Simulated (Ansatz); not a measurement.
Breaking a bond: OH, doublet.

Levels of theory: UKS-PBE = unrestricted PBE/aug-cc-pVDZ in Ansatz (a quantum-chemistry and plane-wave program); UKS-B3LYP = unrestricted B3LYP/aug-cc-pVDZ (Ansatz); FCI = full CI/aug-cc-pVDZ, frozen core run with Ansatz.

Energies relative to the lowest point of each curve near equilibrium, in kJ/mol; the last columns give the error against full CI:

```csv
R / Å,UKS-PBE,UKS-B3LYP,FCI,UKS-PBE − FCI,UKS-B3LYP − FCI
0.73,280.2,269.0,272.8,7.5,-3.8
0.77,178.5,169.2,171.7,6.9,-2.5
0.84,68.2,62.0,63.0,5.2,-1.0
0.88,32.8,28.3,28.9,3.9,-0.6
0.92,11.8,9.0,9.3,2.5,-0.3
0.94,5.6,3.7,3.8,1.8,-0.2
0.97,0.8,0.0,0.0,0.7,0.0
0.99,0.0,0.1,0.0,0.0,0.1
1.03,3.4,5.0,4.8,-1.4,0.2
1.08,14.7,18.3,17.8,-3.1,0.5
1.13,31.7,37.2,36.2,-4.5,1.0
1.22,71.0,79.7,77.3,-6.3,2.5
1.30,110.8,122.3,117.6,-6.8,4.7
1.46,192.9,209.0,197.1,-4.3,11.8
1.59,255.3,272.8,254.0,1.3,18.7
1.73,312.9,326.8,304.1,8.8,22.7
1.94,372.0,378.8,356.7,15.3,22.1
2.12,401.8,404.6,383.6,18.1,20.9
2.39,426.8,425.9,403.9,22.9,22.0
2.64,439.2,436.0,411.8,27.4,24.2
2.90,446.2,441.4,415.3,30.9,26.1
3.33,451.5,445.1,417.4,34.2,27.7
3.91,453.8,446.4,418.1,35.7,28.3
```

UKS-PBE is furthest from FCI at 3.91 (35.7 kJ/mol, above); its mean absolute error over the points is 10.8 kJ/mol.

UKS-B3LYP is furthest from FCI at 3.91 (28.3 kJ/mol, above); its mean absolute error over the points is 10.5 kJ/mol.

The unrestricted determinant behind UKS-PBE is spin-contaminated at 1.73 to 3.91 Å (<S²> up to 1.7, against 0.75 for a pure doublet). The unrestricted determinant behind UKS-B3LYP is spin-contaminated at 1.59 to 3.91 Å (<S²> up to 1.8, against 0.75 for a pure doublet).
